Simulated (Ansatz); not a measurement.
Species: NH, charge 0, multiplicity 3. 
Structure (B3LYP-D3(BJ)/def2-TZVP (Ansatz, a program for electronic structure) minimum search):
SMILES: [NH]
```xyz
2

N      0.0000     0.0000    -0.1302
H      0.0000     0.0000     0.9116
```
Charge 0, spin multiplicity 3.

Quantity: atomisation energy (electronic, to ground-state atoms), in kJ/mol. Valence correlation only, unless marked. Open shells are spin-unrestricted. Spin-orbit coupling is left out. Non-relativistic unless marked X2C. The coupled-cluster limit lacks core correlation, which all-electron functionals hold. CBS(X,Y): correlation extrapolated as X^-3; Hartree-Fock from the larger set (for Q and 5 zeta extrapolated as (X+1)exp(-9√X)). The bracket is a focal-point correction in the basis named.

| level | program | atomisation energy (kJ/mol) |
|---|---|---|
| HF/6-31G | Ansatz | 156.6 |
| HF/6-31G* | Ansatz | 198.2 |
| HF/def2-QZVPP | Ansatz | 213.9 |
| r2SCAN/def2-TZVPD | Ansatz | 350.7 |
| B3LYP-D4/def2-TZVPD | Ansatz + dftd4 | 366.7 |
| PBE0/def2-TZVP | Ansatz | 352.8 |
| CAM-B3LYP-D4/def2-TZVPD | Ansatz + dftd4 | 362.8 |
| wB97X-V/def2-TZVPD | Ansatz | 354.5 |
| B2PLYP-D4/def2-TZVPD | Ansatz + dftd4 | 350.2 |
| B2PLYP/def2-TZVPD | Ansatz | 350.1 |
| PBE-QIDH/def2-TZVPD | Ansatz | 335.8 |
| MP2/def2-SVP | Ansatz | 295.5 |
| MP2/cc-pV5Z | Ansatz | 332.3 |
| SCS-MP2/def2-SVPD | Ansatz | 318.0 |
| SCS-MP2/cc-pVQZ | Ansatz | 344.8 |
| CCSD/aug-cc-pVQZ | Ansatz | 338.5 |
| CCSD(T)/def2-QZVPPD | Ansatz | 342.1 |
| X2C-CCSD(T)/cc-pVTZ-DK | Ansatz | 331.0 |
| RI-MP2/CBS(cc-pVTZ,cc-pVQZ)+[CCSD(T)-MP2]/cc-pVDZ | Ansatz | 346.1 |
| RI-MP2/CBS(def2-TZVPPD,def2-QZVPPD)+[CCSD(T)-MP2]/def2-QZVPPD | Ansatz | 346.9 |
| CCSD(T)/CBS(cc-pVQZ,cc-pV5Z) | Ansatz | 346.7 |
